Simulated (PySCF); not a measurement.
(E)-acetaldoxime, C2H5NO.
SMILES with atom numbers: `[CH3:1]/[CH:2]=[N:3]/[OH:4]` (hydrogens: H5, H6, H7 on C1; H8 on C2; H9 on O4)

Method: PySCF, PBE0-D3(BJ)/def2-TZVP geometry optimisation, gas phase; density fitting, grid level 2; the optimiser is geomeTRIC in internal coordinates, started from a GFN2-xTB structure with every atom displaced at random (about 0.01 Å).

The end geometry, which sets the zero of energy:
```
atom  x, y, z in Å
C1     -1.3106    0.0335   -0.0910
C2      0.0331   -0.1833   -0.6824
N3      1.0626    0.2692   -0.1027
O4      2.2197   -0.0262   -0.8062
H5     -1.8021   -0.9228    0.1101
H6     -1.2304    0.5949    0.8394
H7     -1.9533    0.5835   -0.7849
H8      0.1311   -0.7345   -1.6203
H9      2.9076    0.3686   -0.2639
```

Task: These geometries come from the run, each turned onto the end geometry. Order them by energy, lowest first.
A.
```
atom  x, y, z in Å
C1     -1.3166    0.0275   -0.0852
C2      0.0449   -0.1566   -0.6364
N3      1.0793    0.2976   -0.0597
O4      2.1958   -0.0428   -0.8369
H5     -1.8004   -0.9384    0.0827
H6     -1.2911    0.5972    0.8422
H7     -1.9370    0.5690   -0.8076
H8      0.1679   -0.7014   -1.5741
H9      2.9148    0.3308   -0.3270
```
B.
```
atom  x, y, z in Å
C1     -1.2966    0.0157   -0.0792
C2      0.0069   -0.1969   -0.7013
N3      1.0299    0.2498   -0.1480
O4      2.2860   -0.0156   -0.7976
H5     -1.8023   -0.9192    0.1151
H6     -1.2126    0.6096    0.8371
H7     -1.9426    0.5904   -0.7750
H8      0.0641   -0.7475   -1.6408
H9      2.9248    0.3966   -0.2123
```
C.
```
atom  x, y, z in Å
C1     -1.3162    0.0325   -0.0892
C2      0.0297   -0.1819   -0.6781
N3      1.0695    0.2665   -0.1104
O4      2.2377   -0.0259   -0.8091
H5     -1.8091   -0.9239    0.1081
H6     -1.2410    0.5954    0.8403
H7     -1.9582    0.5818   -0.7852
H8      0.1230   -0.7324   -1.6158
H9      2.9223    0.3708   -0.2626
```

Result: C (0.005 eV), A (0.028 eV), B (0.131 eV).

In the order of the answer:

| step | E above end (eV) | largest force (eV/Å) | rms force component (eV/Å) | rms distance from end (Å) | rms bond change (Å) | bond most changed (Å) |
| --- | --- | --- | --- | --- | --- | --- |
| 3 | 0.005 | 0.34 | 0.099 | 0.011 | 0.002 | N3–O4 +0.006 |
| 1 | 0.028 | 0.75 | 0.179 | 0.051 | 0.006 | N3–O4 +0.016 |
| 0 | 0.131 | 2.70 | 0.748 | 0.047 | 0.023 | N3–O4 +0.053 |

What follows is the cost of the whole optimisation. Time: 53 s wall; peak memory 0.67 GiB. Hardware: an Intel Xeon Platinum 8259CL at 2.50 GHz with one thread, no GPU (shared host).
